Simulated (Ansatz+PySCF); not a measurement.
Values are calculated unless marked as measured or tabulated.
## Ansatz (development build ahead of 0.2.0) run

```yaml
crystal:
  periodic: [false, false, false]
  atoms:
    - { symbol: "N", position_ang: [0.0, 0.0, 0.36475] }
    - { symbol: H, position_ang: [2.80755, 0.0, -0.85109] }
    - { symbol: H, position_ang: [-1.40377, 2.43141, -0.85109] }
    - { symbol: H, position_ang: [-1.40377, -2.43141, -0.85109] }
basis:
  gaussian: { orbitals: cc-pVDZ }
magnetization:
  spin_polarized: true
hamiltonian:
  xc: pbe0
scf:
  omitted_lower_state_checks: [stability, starts, atomic_configurations, cluster_reference, orbital_swaps, given_window_search, neighbouring_geometries, increment]
```

The input is written out in the form of the current development build from the run's settings.

Output:

* Converged: yes
* Total energy: -55.99079 hartree
* Spin squared of the determinant: 2.957

This is not the lowest solution: another run reaches a determinant 1.18 eV lower. Caution: charge can spread falsely over distant fragments; the unrestricted determinant is a mixture of spin states; the determinant breaks the point group.
